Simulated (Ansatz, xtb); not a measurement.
Ranking isomers of C5H5F

3 gas-phase structures of C5H5F, from a drawn sample of its isomers (lower ones may exist). Each was relaxed with GFN2-xTB:

A. `C#C[C@@H]1C[C@@H]1F`, a singlet
B. `C#C[C@@H]1C[C@H]1F`, a singlet
C. `C#CC1(F)CC1`, a singlet

Problem. Which do you expect lowest at r2SCAN-D4/def2-SVP, and how would the others follow?

Solution. Calculated order at r2SCAN-D4/def2-SVP: B (0.0), C (0.8), A (1.0) kcal/mol. Less than 1 kcal/mol parts B and C; C and A, so the order within those pairs means little.

Energies above the lowest of each column, in kcal/mol; the last columns are at PBE0-D3(BJ)/def2-SVP geometries:

```tsv
structure	GFN2-xTB	HF/STO-3G	r2SCAN-D4/def2-SVP	PBE0-D3(BJ)/def2-SVP	CCSD(T)/def2-SVP + ΔMP2/def2-TZVPP
B	0.0	0.0	0.0	0.0	0.0
C	1.6	0.3	0.8	1.5	0.9
A	1.5	0.6	1.0	1.1	1.4
```

Every level run on B puts it lowest or level with the lowest. ΔMP2 is the change of the MP2 energy from the smaller to the larger basis.

Programs: Ansatz 0.2.0, xtb 6.7.1.
